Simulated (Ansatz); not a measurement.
# AlFH4Si (SMILES F[SiH2][AlH2]): one structure at several levels

The atoms stand at a structure displaced at random from a GFN2-xTB minimum. How far do the functionals agree with CCSD(T) there?

Program: Ansatz 0.2.0, Gaussian basis. Level of theory: single points in def2-TZVPP. These are calculated values, not measurements.

Correlated methods freeze the cores.

### 1 The starting structure

SMILES `F[SiH2][AlH2]`, 7 atoms, charge 0, spin multiplicity 1.

Atoms are counted from 1 here; the program's logs count them from 0.

Bond lengths: F1–Si2 1.596 Å, Si2–Al3 2.505 Å, Si2–H4 1.500 Å, Si2–H5 1.436 Å, Al3–H6 1.526 Å, Al3–H7 1.564 Å. Angles: F1–Si2–Al3 106.5°, F1–Si2–H4 98.7°, F1–Si2–H5 101.4°, Al3–Si2–H4 116.3°, Al3–Si2–H5 123.1°, H4–Si2–H5 106.8°, Si2–Al3–H6 126.0°, Si2–Al3–H7 120.6°, H6–Al3–H7 113.4°.

Coordinates:

```
F    -2.09660   -0.08970    0.13380
Si   -0.74410   -0.16220   -0.71010
Al    1.12050    0.33490    0.88710
H    -0.84940   -1.58010   -1.18690
H    -1.06310    0.67800   -1.83070
H     1.05260    1.29210    2.07370
H     2.50610   -0.37640    0.74150
```

### 2 CCSD(T)/def2-TZVPP

run/in.yaml reads:

```yaml
crystal:
  periodic: [false, false, false]
  atoms:
    - {symbol: F, position_ang: [-2.096600, -0.089700, 0.133800]}
    - {symbol: Si, position_ang: [-0.744100, -0.162200, -0.710100]}
    - {symbol: Al, position_ang: [1.120500, 0.334900, 0.887100]}
    - {symbol: H, position_ang: [-0.849400, -1.580100, -1.186900]}
    - {symbol: H, position_ang: [-1.063100, 0.678000, -1.830700]}
    - {symbol: H, position_ang: [1.052600, 1.292100, 2.073700]}
    - {symbol: H, position_ang: [2.506100, -0.376400, 0.741500]}
basis:
  gaussian: {orbitals: def2-TZVPP}
correlation: {method: ccsd_t}
output: {forces: true}
```

The command line of these runs was not kept.

### 3 PBE0-D4/def2-TZVPP

run/in.yaml, as its differences from that of step 2:

```diff
@@ -12,3 +12,3 @@
   gaussian: {orbitals: def2-TZVPP}
-correlation: {method: ccsd_t}
-output: {forces: true}
+hamiltonian: {xc: pbe0, dispersion: d4}
+output: {forces: true, orbitals: {seedname: orbitals}}
```

### 4 wB97M-V/def2-TZVPP

run/in.yaml, as its differences from that of step 3:

```diff
@@ -12,3 +12,3 @@
   gaussian: {orbitals: def2-TZVPP}
-hamiltonian: {xc: pbe0, dispersion: d4}
-output: {forces: true, orbitals: {seedname: orbitals}}
+hamiltonian: {xc: {name: wB97M-V}}
+output: {forces: true}
```

### 5 r2SCAN-D4/def2-TZVPP

run/in.yaml, as its differences from that of step 4:

```diff
@@ -12,3 +12,3 @@
   gaussian: {orbitals: def2-TZVPP}
-hamiltonian: {xc: {name: wB97M-V}}
+hamiltonian: {xc: r2scan, dispersion: d4}
 output: {forces: true}
```

### 6 PBE-D4/def2-TZVPP

run/in.yaml, as its differences from that of step 5:

```diff
@@ -12,3 +12,3 @@
   gaussian: {orbitals: def2-TZVPP}
-hamiltonian: {xc: r2scan, dispersion: d4}
+hamiltonian: {xc: pbe, dispersion: d4}
 output: {forces: true}
```

### 7 revPBE-D4/def2-TZVPP

run/in.yaml, as its differences from that of step 6:

```diff
@@ -12,3 +12,3 @@
   gaussian: {orbitals: def2-TZVPP}
-hamiltonian: {xc: pbe, dispersion: d4}
+hamiltonian: {xc: {name: revPBE}, dispersion: d4}
 output: {forces: true}
```

### 8 r2SCANh-D4/def2-TZVPP

run/in.yaml, as its differences from that of step 7:

```diff
@@ -12,3 +12,3 @@
   gaussian: {orbitals: def2-TZVPP}
-hamiltonian: {xc: {name: revPBE}, dispersion: d4}
+hamiltonian: {xc: {name: r2SCANh}, dispersion: d4}
 output: {forces: true}
```

(Steps that only read results are left out.)

What does the calculation give? Wanted: energy less free atoms, CCSD(T)/def2-TZVPP; RMS force component; RMS force error; HOMO and LUMO, PBE0-D4; T1 diagnostic.

**Answer**, as computed:

```
                                  quantity                                                                                                value
energy less free atoms, CCSD(T)/def2-TZVPP                                                                                       -1936.8 kJ/mol
                       RMS force component                                                                 0.521 to 0.670 eV/Å over the methods
                           RMS force error  PBE0-D4 0.056, wB97M-V 0.066, r2SCAN-D4 0.048, PBE-D4 0.204, revPBE-D4 0.246, r2SCANh-D4 0.054 eV/Å
                    HOMO and LUMO, PBE0-D4                                                                                   -7.81 and -2.38 eV
                             T1 diagnostic                                                                                                0.011
```

**Reading.** Against CCSD(T) the functionals' energies less atoms differ by -42.8 to +21.5 kJ/mol, PBE-D4 by -12.7 kJ/mol. The reference is not at the basis limit: in triple zeta CCSD(T) underbinds, which counts against methods that bind more; the gaps are no ranking. On forces the order runs from r2SCAN-D4 to revPBE-D4. Frozen-core CCSD(T) forces in triple zeta carry basis errors of their own, and this is one geometry, so small gaps rank nothing.
